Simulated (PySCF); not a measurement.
Gas-phase thermal properties of SiF3NH2

Method: PySCF energies (xtb for GFN2) plus ideal-gas RRHO corrections (1 bar). 6-31G* has spherical d functions here. All species are closed-shell singlets. B3LYP is the form with VWN-RPA correlation. SiF3NH2: computed as isolated molecules; such fragments, hydroxides, amides, oligomers or adducts are transient or little studied in the gas. The harmonic model lacks anharmonicity and excited electronic states, which grow with temperature; levels with a mode under 35 cm⁻¹ are left out. Internal rotation in SiF3NH2 is treated as a harmonic vibration of one conformer, which makes the entropy rough.

| level | point group | σ | ZPE (kJ/mol) | S°298 (J/mol/K) | Cp298 (J/mol/K) | S°1000 (J/mol/K) | H1000 − H298 (kJ/mol) |
|---|---|---|---|---|---|---|---|
| B3LYP/6-31G* | Cs | 1 | 93.0 | 326.8 | 92.5 | 466.6 | 83.9 |
| GFN2-xTB | Cs | 1 | 87.7 | 336.7 | 96.4 | 479.3 | 85.4 |
| HF/6-31G* | Cs | 1 | 98.8 | 325.6 | 90.0 | 462.8 | 82.5 |
| PBE/def2-SVP | Cs | 1 | 89.4 | 331.5 | 94.8 | 473.5 | 85.1 |
| PBE0/def2-TZVP | Cs | 1 | 93.1 | 326.8 | 92.8 | 466.9 | 84.1 |
σ: rotational symmetry number. Electronic degeneracy used: 1. Frequencies are unscaled.
